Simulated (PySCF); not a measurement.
An unknown is described by computed data only.

Formula: C2H3ClO2S.

* Rotational structure: rotational constants A, B, C: 3.277, 2.194, 1.816 GHz [GFN2-xTB]
* XPS: S2p3/2 174.9, Cl2p3/2 206.4, C1s 291.9, C1s 292.2, O1s 538.6 (×2), S1s 2483.9, Cl1s 2828.9 eV [ΔSCF SCAN, pcX-2 on the ionised atom, pcseg-1 elsewhere, spin-free X2C, 2p3/2 from a spin–orbit splitting computed afterwards within the 2p shell]
* 1H NMR: chemical shifts (computed TMS as zero) by class: 6.87 (1 H), 6.79 (1 H), 6.51 (1 H) ppm [GIAO PBE0/pcSseg-1]
* Polarisability: 65.4 au [CAM-B3LYP/def2-SVPD]
* UV, strongest line: among the 8 lowest singlet transitions: S6 at 7.34 eV (169 nm, f = 0.155) [TDDFT CAM-B3LYP/def2-SVPD]
* 13C NMR: chemical shifts (computed TMS as zero) by class: 152.6 (1 C), 136.1 (1 C) ppm [GIAO PBE0/pcSseg-1]

Electronic properties: PySCF, gas phase, density fitting. Levels stand in brackets. The structure is a single GFN2-xTB conformer in the gas phase; no vibrational or solvent corrections. NMR classes are plain means over equivalent atoms (diastereotopic ones count apart unless rotation or inversion swaps them), as if these changed places fast.

Problem. Give a SMILES that accounts for the data.

Solution. Numbering: `[CH2:1]=[CH:2][S:3](=[O:4])(=[O:5])[Cl:6]`. 2 carbons fall into 2 classes; from least to most shielded: alkene CH carbon [C2] (152.6 ppm), terminal =CH2 carbon [C1] (136.1 ppm). Hydrogen classes from least to most shielded: 1 H on an alkene CH carbon, C2 (6.87 ppm), 1 H on a terminal =CH2 carbon, C1 (6.79 ppm), 1 H on a terminal =CH2 carbon, C1 (6.51 ppm). The core levels belong to: S2p3/2 174.9 eV, sulfonyl sulfur [S3]; Cl2p3/2 206.4 eV, chlorine bonded to S [Cl6]; C1s 291.9 eV, terminal =CH2 carbon [C1]; C1s 292.2 eV, alkene CH carbon [C2]; O1s 538.6 eV, sulfonyl oxygen [O4/O5]; S1s 2483.9 eV, sulfonyl sulfur [S3]; Cl1s 2828.9 eV, chlorine bonded to S [Cl6]. One atom of each topological class was ionised and stands for its class. The optimised geometry has point group C1 and is an asymmetric top. Structure: `C=CS(Cl)(=O)=O`. The assignments are read from this structure; whether some other isomer fits the data as well wasn't checked.

The values belong to the conformer `[CH2:1]=[CH:2][S:3](=[O:4])(=[O:5])[Cl:6]`: C1–C2–S3–O4 11°.
